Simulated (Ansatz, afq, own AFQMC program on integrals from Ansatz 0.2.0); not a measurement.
Two steps: Ansatz 0.2.0 writes the Fock matrix and Cholesky factors of the valence space, and afq projects on them the lowest state that overlaps trial and start.

```yaml
crystal:
  periodic: [false, false, false]
  atoms:
    - {symbol: B, position_ang: [0.000000, -0.867148, 1.188710]}
    - {symbol: Al, position_ang: [0.000000, 0.345418, -0.470332]}
    - {symbol: H, position_ang: [0.000000, 0.131589, 1.848819]}
    - {symbol: H, position_ang: [0.000000, -0.077181, -2.008427]}
basis:
  gaussian: {orbitals: cc-pVDZ}
magnetization: {spin_polarized: false}
correlation: {method: ccsd_t, electrons: outside_noble_gas, hamiltonian_folder: ham}
```

```sh
$ ansatz run in.yaml --threads 1 --pin off --events-out ev --progress --plain --max-ram 1382MiB
```

afq runs on the folder ham with

```
--method phaseless --trial cisd --walkers 40 --populations 1 --least-time 40 --time-step 0.04 --steps-per-block 10 --equilibration-blocks 8 --max-blocks 150 --target-error 0.00068 --factor-cut 1e-05 --seed 8587 --release-times 0.2,0.4 --release-step 0.1 --release-every 2 --taylor-order 6
```

Times are imaginary, in 1/Eh. The walk had a cap of 193 s.

Output of the walk:

```
orbitals 36  electrons 4 4  factors 274 of 401
reference energy -267.57744762 Eh
CCSD correlation -0.18300389 Eh in 12 cycles, weight of the determinant in the CISD state 0.8210
energy of the start -267.760452 Eh
 block  time / (1/Eh)  mean weight  energy / Eh
     1     0.400  1.0081  -267.757852
     2     0.800  0.9830  -267.759833
     3     1.200  1.0050  -267.763055
     4     1.600  1.0339  -267.763310
     5     2.000  0.9914  -267.769676
    10     4.000  1.0097  -267.761774
    25    10.000  0.9922  -267.768199
    40    16.000  1.0010  -267.766945
    46    18.400  1.0033  -267.792894
    55    22.000  0.9948  -267.766604
    70    28.000  0.9995  -267.773254
    85    34.000  0.9852  -267.766900
   100    40.000  1.0189  -267.768421
   115    46.000  0.9958  -267.766091
   130    52.000  1.0039  -267.767737
   139    55.600  1.0186  -267.760609
   145    58.000  1.0052  -267.774094
   157    62.800  1.0020  -267.766547
blocks merged  error / Eh  count
     1  0.000397  150
     2  0.000489  75
     4  0.000540  37
     8  0.000570  18
    16  0.000616  9
released: time / (1/Eh)  energy / Eh  error  mean overlap
  0.20  -267.769105  0.000694  0.9953
  0.40  -267.769162  0.000679  0.9988
energy -267.768742 +/- 0.000570 Eh
(rows thinned)
```

The run passed its tests (sampling time, drift between the halves within three errors, error under three times the target), which doesn't prove that it has relaxed.

Against this walk (error 15.5 meV) on the same determinant: CCSD(T) 0.1 meV higher (within the noise), CCSDT(Q) 59.6 meV lower, a separate phaseless walk with a CISD trial and standard settings 8.9 ± 21.7 meV lower (within the noise). The error is statistical and leaves out the bias of the constraint. Released to 0.40 1/Eh the energy moves by -11 ± 24 meV (both errors), within twice the noise. CCSDT(Q) is the surest value here, so the walk's 60 meV above it is most likely the bias of the constraint with this trial, which can have either sign, or comes from the drawn settings.

Cautions: constraint bias not in the error; higher spins were not checked; restricted determinant unstable towards unrestricted (UHF 839 meV lower, ⟨S²⟩ 0.83); strong correlation (T1 0.029, weight of the determinant 0.82, largest double 0.26); the bias of populations of 40 walkers isn't removed; the time-step error isn't removed.

The walk took 21 s on 1 thread of Intel(R) Xeon(R) Platinum 8488C (Sapphire Rapids), on a shared host. The log's last line is the phaseless energy.

CCSDT and higher add their correlation energy to the determinant of the CCSD(T) run, since their own runs factorise the integrals more tightly (a shift of under 2 meV). A walk keeps the symmetry of its determinant, which the program's search chose and which needn't be the lowest solution, so a lower state of the same spin and another symmetry isn't excluded.
